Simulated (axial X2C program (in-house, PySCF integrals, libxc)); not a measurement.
**Testing model relations on NaCl⁺**

A bond curve at the CCSD(T) level, two-component, was computed with an in-house all-electron X2C program for linear molecules (integrals from PySCF) (basis Cl dyall-av3z [9s8p3d2f], Na dyall-cv3z [9s8p5d2f] (cores contracted in-house)) for the state Ω = 3/2 (⟨Sz⟩ = 0.50, ⟨Lz⟩ = 1.00 at HF). Its fit gives Re = 2.8039 Å, ωe = 154.7 cm⁻¹, ωexe = 3.04 cm⁻¹ and αe = 3.141e-03 cm⁻¹; the masses are 34.9689 and 22.9898 u. Two-component means X2C with spin–orbit coupling and atomic mean-field Coulomb and Gaunt terms.

Correlated methods: 15 electrons correlated (number of frozen shells: Cl 2 s, 1 p; Na 1 s), 219 virtual spin orbitals or spinors in MP2, 90 natural virtuals in coupled cluster.

Task: Find the reduced mass, Be and the force constant.

Result: From the CCSD(T) values: μ = 13.8707 u. Be = 16.8576/(μ Re²) = 0.1546 cm⁻¹. k = 5.8918×10⁻⁷ μ ωe² = 0.196 mdyn/Å.

Task: Estimate De from a Morse curve and compare with the computed well depth of 0.291 eV to Cl + Na+.

Result: De(Morse) = ωe²/(4ωexe) = 0.244 eV against 0.291 eV computed, a ratio of 0.84. The extrapolation falls short: long-range attraction (ionic or ion–induced dipole) or a change of character along the curve can cause this.

Task: Where do the fundamental and the first overtone lie?

Result: ν(1←0) = ωe − 2ωexe = 148.6 cm⁻¹; ν(2←0) = 2ωe − 6ωexe = 291.2 cm⁻¹.

Task: Estimate the centrifugal constant by the Kratzer relation.

Result: D = 4Be³/ωe² = 6.17e-07 cm⁻¹.

Task: A Morse curve ties αe to the other constants (Pekeris). How well does that hold?

Result: αe(Morse) = 6Be²/ωe × (√(ωexe/Be) − 1) = 3.183e-03 cm⁻¹; the CCSD(T) curve gives 3.141e-03 cm⁻¹, a ratio of 1.01.

The state is a single determinant with fixed occupations, the lowest that a limited PBE0 search found. De is counted from the lowest determinant-based energies of the atoms at the same level, without counterpoise correction. CCSD and (T) use frozen natural virtuals with an MP2 correction for the truncation; (T) itself is uncorrected, so its De runs slightly low. PBE0 can misorder states that lie within some tenths of an eV, so this need not be the ground state of the molecule. The nearest other 2c determinant of the search, Ω = 1/2, lies 0.07 eV up at the distance of the search. The bond is weak, and without diffuse functions and with truncated virtuals even CCSD(T) can be tens of per cent off in De.
